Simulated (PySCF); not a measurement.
Calculation: PBE-D3(BJ)/def2-TZVP // B3LYP-D3(BJ)/def2-SVP (PySCF 2.14.0). Isolated molecules, 0 K electronic values unless said otherwise. Excitations are Tamm–Dancoff values on a coarser integration grid. The basis has no diffuse functions, so Rydberg states are missing or too high.

Reference species (SMILES): `N#C` (neutral, multiplicity 1).

| Item | Result |
|---|---|
| HOMO | -8.99 eV |
| HOMO–LUMO gap | 8.05 eV |
| S1 excitation (TDA) | 8.05 eV |

After one change: the HOMO increases by 0.92 eV; the HOMO–LUMO gap falls by 0.26 eV; the S1 excitation (TDA) drops by 0.26 eV.

### Question
Which change was made? The new species is one of these.
(A) `CSC`
(B) `COC`
(C) `CN(C)C`
(D) `CC#N`

### Answer
D, `CC#N`
